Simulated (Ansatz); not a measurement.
Two shapes of singlet CH3Cl.

Shape 1:

```xyz
5

C     0.0492   -0.0039   -1.1115
Cl   -0.0238    0.0320    0.6259
H     0.0162   -1.0678   -1.5142
H    -0.8477    0.5190   -1.4786
H     0.9417    0.5312   -1.4586
```

Shape 2:

```xyz
5

C     0.0000    0.0000   -1.2089
Cl    0.0000    0.0000    0.7085
H     0.0000   -1.1195   -1.5969
H    -0.9696    0.5598   -1.5969
H     0.9696    0.5598   -1.5969
```

Basis set: def2-TZVP (spherical functions). Correlated methods keep 6 orbitals frozen. Charge 0, multiplicity 1.

Computed with Ansatz (development build ahead of 0.2.0); each method stands on the lowest determinant of its kind that the runs found.

(1) Which shape is lower in energy, and by how much in each method?

## Answers

(1)

```json
{"method": "RHF", "E(2) − E(1) (eV)": "0.639"}
{"method": "RHF-MP2", "E(2) − E(1) (eV)": "0.558"}
```

Shape 1 is lower.
